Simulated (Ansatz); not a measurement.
Geometry optimisation, RKS PBE-D4/def2-mTZVP (Ansatz).

input.yaml

```yaml
crystal:
  periodic: [false, false, false]
  atoms:
    - { symbol: "N", position_ang: [-0.2053, -1.1553, -0.0852] }
    - { symbol: Al, position_ang: [-0.0833, 0.7894, -0.1257] }
    - { symbol: H, position_ang: [0.6225, -1.5004, -0.4444] }
    - { symbol: H, position_ang: [-0.2838, -1.3792, 0.9003] }
    - { symbol: H, position_ang: [0.1724, 1.5433, -1.5255] }
    - { symbol: H, position_ang: [-0.1804, 1.6383, 1.2343] }
basis:
  gaussian: { orbitals: def2-mTZVP }
hamiltonian:
  xc: pbe
  dispersion: d4
relax:
  f_tol: 0.015
  max_steps: 40
output:
  orbitals: {}
```

Run as:

```bash
$ ansatz run input.yaml --threads 1 --pin off --max-ram 2048MiB --backend cpu --events-out ev --progress --plain --runs-dir out
```

Question: Where does it end, and by what steps?

Answer: The run converged. After 7 steps the energy has fallen by 0.579 eV; H3 moved furthest, 0.41 Å.

```json
{"step": "0", "energy less start (eV)": "0.0000", "largest force component (eV/Å)": "3.865", "accepted": "yes"}
{"step": "1", "energy less start (eV)": "-0.3386", "largest force component (eV/Å)": "1.263", "accepted": "yes"}
{"step": "2", "energy less start (eV)": "-0.4115", "largest force component (eV/Å)": "1.807", "accepted": "yes"}
{"step": "3", "energy less start (eV)": "-0.5080", "largest force component (eV/Å)": "0.737", "accepted": "yes"}
{"step": "4", "energy less start (eV)": "-0.5601", "largest force component (eV/Å)": "0.501", "accepted": "yes"}
{"step": "5", "energy less start (eV)": "-0.5771", "largest force component (eV/Å)": "0.196", "accepted": "yes"}
{"step": "6", "energy less start (eV)": "-0.5785", "largest force component (eV/Å)": "0.024", "accepted": "yes"}
{"step": "7", "energy less start (eV)": "-0.5793", "largest force component (eV/Å)": "0.002", "accepted": "yes"}
```

```xyz
6
Properties=species:S:1:pos:R:3
N 0.051 -0.948 0.078
Al -0.033 0.827 -0.085
H 0.289 -1.593 -0.673
H -0.131 -1.465 0.937
H 0.292 1.449 -1.518
H -0.427 1.666 1.214
```

The run took 9.7 s on 1 thread of Arm Neoverse V1, on a shared host, peak memory 0.1 GiB.
